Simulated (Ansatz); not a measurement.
A made-up structure of SiHSO (charge +1), closed shell:

```
4
angstrom
O 0.7977 -0.6442 0.7242
Si -0.0394 0.3424 -0.2128
S -0.9149 -1.3447 0.3573
H 1.5647 -1.1580 1.0221
```

It is relaxed with PBE-D4/def2-SVP and then PBE0-D4/def2-TZVP (Ansatz 0.2.0). Atoms count as bonded within 1.22 times the sum of their covalent radii (H–H: 0.88 Å). The end point is not checked to be a true minimum.

Question: Does its bonding change? (Judge from chemistry; the calculation decides.)

Answer: The calculation gives: No: no bond forms or breaks.

Where it ends: The first stage lowers the energy by 1.02 eV in 11 steps. It ends as SiHSO ([OH]1[Si][S]1), total charge +1:
O1  (0.719, -0.644, 1.012)
Si2  (-0.023, 0.419, -0.358)
S3  (-0.783, -1.371, 0.406)
H4  (1.494, -1.208, 0.831)
(Å)

Labels in which every atom is bracketed show which atoms are joined, not bond orders.

For scale, one of the runs: PBE0-D4/def2-TZVP relaxation, 111 basis functions, launched by `ansatz run in.yaml --threads 2 --pin off --events-out ev --progress --plain --max-ram 4352MiB`. Hardware: 2 CPU threads of an Arm Neoverse V2, shared host. Wall time about 14 s.
